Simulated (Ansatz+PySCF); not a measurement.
Values are calculated unless marked as measured or tabulated.
Several solutions for singlet NO2(-)

```xyz
3

N     0.0000    0.0000   -0.4932
O     0.0000    1.1461    0.2158
O     0.0000   -1.1461    0.2158
```

Basis set: def2-SVP (spherical functions). Charge -1, multiplicity 1.

UHF was run from several starts with Ansatz (development build ahead of 0.2.0) and PySCF 2.14.0.

```
run  program                                 start  converged  energy (hartree)  <S²>
  A    PySCF   guess minao, instabilities followed        yes        -203.86329  0.46
  B    PySCF      guess 1e, instabilities followed        yes        -203.86329  0.46
  C    PySCF  guess huckel, instabilities followed        yes        -203.86329  0.46
  D    PySCF                      program defaults        yes        -203.85901  0.00
  E    PySCF    guess atom, instabilities followed        yes        -203.86329  0.46
  F   Ansatz               stability test followed        yes        -203.86329  0.46
  G   Ansatz           search for the lowest state        yes        -203.86329  0.46
  H   Ansatz               atomic start, no search        yes        -203.85900  0.00
```

(1) Which runs reached the lowest solution of this kind, and what is wrong with the others?

## Answers

(1) A, B, C, E, F, G reached the lowest solution found. Converged but too high: D by 0.12 eV, H by 0.12 eV. Convergence only shows a stationary point, and even a stable one can lie too high; stability tests and further starts are what find lower ones. Caution: no diffuse functions for an anion. Caution: the unrestricted determinant is spin contaminated. Caution: the determinant breaks the point group.
